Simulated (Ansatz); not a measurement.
**Energy profile**

The step: CH₃N ([CH2][NH]) + HS → CH₄NS ([NH][CH2][SH]); bonds formed: C1–S3 (atoms numbered as in the saddle structure below).

```
7
angstrom
C 0.2758 -0.7372 0.0090
N 0.0055 -0.3959 1.2194
S -1.3164 0.8602 -1.0060
H -0.2529 -1.5878 -0.4186
H 1.1200 -0.3573 -0.5722
H 0.6102 0.3689 1.5228
H -0.4421 1.8490 -0.7544
```

Electronic energies by CCSD(T) at an estimated basis limit (MP2 extrapolated from triple and quadruple zeta, plus CCSD(T) − MP2 in triple zeta), on PBE0-D4/def2-TZVP structures; CH$_{4}$NS, doublet; no counterpoise correction; spin–orbit coupling, which lowers free halogen atoms and radicals such as OH and SH, is left out. Ansatz 0.2.0; basis: def2-TZVPP and def2-QZVPP; cores frozen in the correlated methods; orbitals are unrestricted. Extrapolation: Hartree–Fock as exp(−7.88 √X), correlation as X^−2.97.

Question: Give the profile in eV, counted from the separated reactants. (Judge from chemistry; the value comes from the calculation.)

Answer: Computed:
| point | eV |
| --- | --- |
| separated: CH$_{3}$N (linked as [CH2][NH]; C1, N2, H4, H5, H6; singlet) + HS (S3, H7; doublet) | 0.000 |
| start structure | -0.134 |
| saddle | 0.118 |
| end structure | -0.265 |

T1 diagnostic: at most 0.036. ⟨S²⟩ of the unrestricted Hartree–Fock references: 0.76 to 0.96 (a pure state has 0.75). The unrestricted reference is spin-contaminated, which hurts MP2 most.

For scale, one of the runs: CCSD(T)/def2-TZVPP, 160 basis functions, launched by `ansatz run in.yaml --threads 2 --pin off --events-out ev --progress --plain --max-ram 4352MiB`. Hardware: 2 CPU threads of an Arm Neoverse V2, shared host. Wall time 73 s; peak host memory 2.8 GiB.
